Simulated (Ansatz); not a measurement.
# SiH₄ (triplet): wave-function methods side by side, def2-QZVPP

An exercise on one series of results from a longer session: the logs are not shown, and one member is left open.

Computed with Ansatz 0.2.0, Gaussian basis. Level: def2-QZVPP, core rule «outside noble gas», up to 5 orbitals frozen.

To be run: UHF; ROHF; CCSD(T) on UHF.

2 further runs of the same task are left out: 2 set aside as unsound or not needed. Runs told in other sessions of the task aren't counted.

### The system

The geometry is a PBE0/def2-TZVP stationary point (not a proven minimum).

5 atoms, charge 0, spin multiplicity 3.

Atoms are counted from 1 here; the program's logs count them from 0.

Bond lengths: Si1–H2 1.529 Å, Si1–H3 1.529 Å, Si1–H4 1.529 Å, Si1–H5 1.529 Å. Angles: H2–Si1–H3 90.0°, H2–Si1–H4 90.0°, H2–Si1–H5 180.0°, H3–Si1–H4 180.0°, H3–Si1–H5 90.0°, H4–Si1–H5 90.0°.

The first run:

Input file in.yaml:

```yaml
crystal:
  periodic: [false, false, false]
  atoms:
    - {symbol: Si, position_ang: [0.000000, 0.000000, 0.000000]}
    - {symbol: H, position_ang: [-0.011525, 1.085107, 1.077576]}
    - {symbol: H, position_ang: [-0.016497, -1.077632, 1.084987]}
    - {symbol: H, position_ang: [0.016497, 1.077632, -1.084987]}
    - {symbol: H, position_ang: [0.011525, -1.085107, -1.077576]}
basis:
  gaussian: {orbitals: "def2-QZVPP.json"}
magnetization: {spin_polarized: true, initial_magnetization: 2}
hamiltonian: {xc: hf}
output: {orbitals: {seedname: orbitals}}
```

The run is started by

```
> ansatz run in.yaml --threads 1 --pin off --events-out ev --progress --plain --max-ram 2393MiB
```

Steps of the session up to this table: UHF; ROHF; CCSD(T) on UHF.

One table of the session follows, with a row left open; its other results are not shown here.

| method | from UCCSD(T) (kcal/mol) |
| --- | --- |
| ROHF | +127.76 |
| UHF | +122.84 |
| UMP2 | +22.63 |
| UCCSD | ? |
| UCCSD(T) | 0 |

Estimate the missing values for UCCSD.

As computed: from UCCSD(T) (kcal/mol): +4.79. In the column «from UCCSD(T) (kcal/mol)» it lies between UCCSD(T) (0) and UMP2 (+22.63).
